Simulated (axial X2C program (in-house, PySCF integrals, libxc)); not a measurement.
**LiB⁺: cheaper levels and CCSD(T), two-component**

Calculated with an in-house all-electron X2C program for linear molecules (integrals from PySCF). Two-component (2c) means X2C with spin–orbit coupling and atomic mean-field two-electron Coulomb and Gaunt terms. Basis: B dyall-v3z [7s6p2d1f], Li dyall-cv3z [7s8p2d] (cores contracted in-house); Gaussian nuclei, density fitting, unrestricted open shells. Masses: B 11.009 u, Li 7.016 u.

State: Ω = 1/2 (⟨Sz⟩ = 0.50, ⟨Lz⟩ = 0.00 at HF); fragments B + Li+.

```
level  Re (Å)  ωe (cm⁻¹)  De (eV)
 PBE0   2.463      338.9    0.892
   HF   2.460      353.5    0.865
  MP2   2.476      338.2    0.813
 CCSD   2.494      327.8    0.792
PBE50   2.444      351.8    0.893
```

Correlated methods: 3 electrons correlated (number of frozen shells: B 1 s; Li 1 s), 151 virtual spin orbitals or spinors in MP2, 47 natural virtuals in coupled cluster.

CCSD(T), same Hamiltonian and basis:

Re = 2.495 Å, ωe = 326.8 cm⁻¹, De = 0.79 eV; T1 = 0.019 (Lee–Taylor normalisation).

(1) Give the differences from CCSD(T) in the columns below.

One determinant describes the state; a PBE0 search over occupations chose it and may have missed a lower one. Dissociation energies refer to the lowest single-determinant-based atoms at the same level and basis. Density functionals use the spin component along the axis (collinear). CCSD and (T) use frozen natural virtuals with an MP2 correction for the truncation; (T) itself is uncorrected, so its De runs slightly low. In 2c an atomic determinant is not the ground J level, so De misses part of the atomic spin–orbit lowering. This holds for PBE0, PBE50. Without a current term, density functionals place determinants with orbital angular momentum somewhat too high.

Answers

(1) 

| level | ΔRe (Å) | Δωe (cm⁻¹) | ΔDe (eV) |
| --- | --- | --- | --- |
| PBE0 | -0.032 | 12 | 0.10 |
| HF | -0.035 | 27 | 0.07 |
| MP2 | -0.019 | 11 | 0.02 |
| CCSD | -0.001 | 1 | 0.00 |
| PBE50 | -0.051 | 25 | 0.10 |
